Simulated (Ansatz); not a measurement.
Reaction (ligand exchange at a B–F bond): `O=BF` + HCl → `O=BCl` + H–F

Gas-phase electronic energies from Ansatz, PBE0-D4/def2-TZVP geometries. CBS: def2 TZ/QZ extrapolation, frozen cores. DFT in def2-TZVPP. HSE06 is defined as in plane-wave codes.

```json
{"species": "`O=BF`", "HSE06-D4 energy (Eh)": "-199.87142"}
{"species": "HCl", "HSE06-D4 energy (Eh)": "-460.65768"}
{"species": "`O=BCl`", "HSE06-D4 energy (Eh)": "-560.12853"}
{"species": "H–F", "HSE06-D4 energy (Eh)": "-100.39003"}
```

**Question.** Work out ΔE.

**Answer.** ΔE = (-560.12853) + (-100.39003) − (-199.87142) − (-460.65768) = 0.01054 Eh = +27.7 kJ/mol. CCSD(T)/CBS gives +29.0 kJ/mol.

**Question.** What do rigid-rotor, harmonic-oscillator terms from PBE0-D4/def2-TZVP frequencies (298.15 K, 1 bar) make of the CCSD(T)/CBS value? (An estimate is asked.)

**Answer.** The calculation gave: ΔZPE = +3.1 kJ/mol, ΔH = +32.7 kJ/mol, ΔS = -1 J/(mol·K), ΔG = +33.1 kJ/mol.

Largest T1 diagnostic among the species: 0.016.

In def2-TZVPP, CCSD(T) changes the Hartree–Fock value by −18.3 kJ/mol (the triples alone add −3.7 kJ/mol) and MP2 by −22.8 kJ/mol. From BLYP to BHLYP (50 % exact exchange), in def2-TZVPP and without D4, ΔE moves by +3.5 kJ/mol.
